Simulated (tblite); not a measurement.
Compound: C3H5ClO (charge +1 and doublet state).
Geometry (GFN2-xTB, Å), atoms numbered from 1 in this order:
```
atom  x, y, z in Å
O1    -0.7658    1.7656    0.1042
C2    -1.1859    0.6554    0.0821
C3    -0.3408   -0.5620   -0.1670
C4     1.1140   -0.2364    0.1499
Cl5    1.5467    1.3748   -0.4750
H6    -2.2640    0.4386    0.2146
H7    -0.4914   -0.8051   -1.2268
H8    -0.6834   -1.4207    0.4144
H9     1.3079   -0.2454    1.2250
H10    1.7715   -0.9602   -0.3440
```

Computed values, GFN2-xTB/tblite, gas phase, harmonic and unscaled. The method is semi-empirical: single wavenumbers can be off by several per cent or more. One conformer, not necessarily the lowest. Open shells enter through the occupations alone, without spin polarisation, and single modes of such species can be off by tens of per cent.

Harmonic wavenumbers (cm⁻¹): 155.8, 225.8, 274.4, 368.6, 613.3, 670.7, 786.0, 837.2, 918.9, 963.3, 1018.8, 1051.8, 1097.7, 1186.6, 1225.4, 1237.0, 1353.9, 1367.2, 1774.8, 2755.2, 2919.3, 2927.9, 2969.5, 2994.5.

A = 6537, B = 3733, C = 2530 MHz; mass 92.003 u (most abundant isotopes); point group C1, symmetry number 1; spin multiplicity 2.

Zero-point energy?

Half the sum of the wavenumbers: 15847 cm⁻¹ = 45.31 kcal/mol.

Give the ideal-gas entropy at 200 K and 1 bar in the rigid-rotor, harmonic-oscillator model (classical rotation).

Translation 37.51, rotation 24.87, vibration 4.94, spin (R ln 2) 1.38: S = 68.7 cal/(mol K).

And Cp and H(200 K) − H(0)?

Cp = 15.67 cal/(mol K), of which vibrations give 7.72 (their classical limit is 24 R = 47.7); H(200 K) − H(0) = 2.23 kcal/mol without the zero-point energy, 0.64 from vibrations.

What must be added to the electronic energy to get the Gibbs energy at 200 K and 1 bar?

ZPE + [H(200 K) − H(0)] − T·S = 45.31 + 2.23 − 13.74 = 33.80 kcal/mol.

Which modes carry the vibrational entropy at 200 K?

155.8 cm⁻¹: 1.86; 225.8 cm⁻¹: 1.23; 274.4 cm⁻¹: 0.93; 368.6 cm⁻¹: 0.55; 613.3 cm⁻¹: 0.13; 670.7 cm⁻¹: 0.09 cal/(mol K); the other 18 give 0.15 together.

How do the functions run with temperature in this model?

```json
{"T (K)": "150", "S (cal/(mol K))": "64.5", "Cp (cal/(mol K))": "13.4", "H − H(0) (kcal/mol)": "1.51", "G − H(0) (kcal/mol)": "-8.17", "ln q(vib)": "0.49"}
{"T (K)": "250", "S (cal/(mol K))": "72.5", "Cp (cal/(mol K))": "18.2", "H − H(0) (kcal/mol)": "3.08", "G − H(0) (kcal/mol)": "-15.04", "ln q(vib)": "1.29"}
{"T (K)": "298.15", "S (cal/(mol K))": "75.9", "Cp (cal/(mol K))": "20.8", "H − H(0) (kcal/mol)": "4.02", "G − H(0) (kcal/mol)": "-18.61", "ln q(vib)": "1.73"}
{"T (K)": "400", "S (cal/(mol K))": "82.7", "Cp (cal/(mol K))": "26.0", "H − H(0) (kcal/mol)": "6.40", "G − H(0) (kcal/mol)": "-26.69", "ln q(vib)": "2.72"}
{"T (K)": "600", "S (cal/(mol K))": "94.9", "Cp (cal/(mol K))": "33.9", "H − H(0) (kcal/mol)": "12.44", "G − H(0) (kcal/mol)": "-44.48", "ln q(vib)": "4.83"}
{"T (K)": "900", "S (cal/(mol K))": "110.1", "Cp (cal/(mol K))": "41.2", "H − H(0) (kcal/mol)": "23.80", "G − H(0) (kcal/mol)": "-75.31", "ln q(vib)": "8.01"}
```

q(vib) and H(0) count from the zero-point level.

Hindered rotation and anharmonicity are outside this model. Other conformers, if any are populated, would add a mixing term that is left out. The structure is chiral; the term R ln 2 for an equal mix with its mirror image is left out.

Hardware: an Arm Neoverse V1 with one thread, no GPU, on a shared host. Cost: 0.2 s of wall time. The figure is for the frequency step alone.
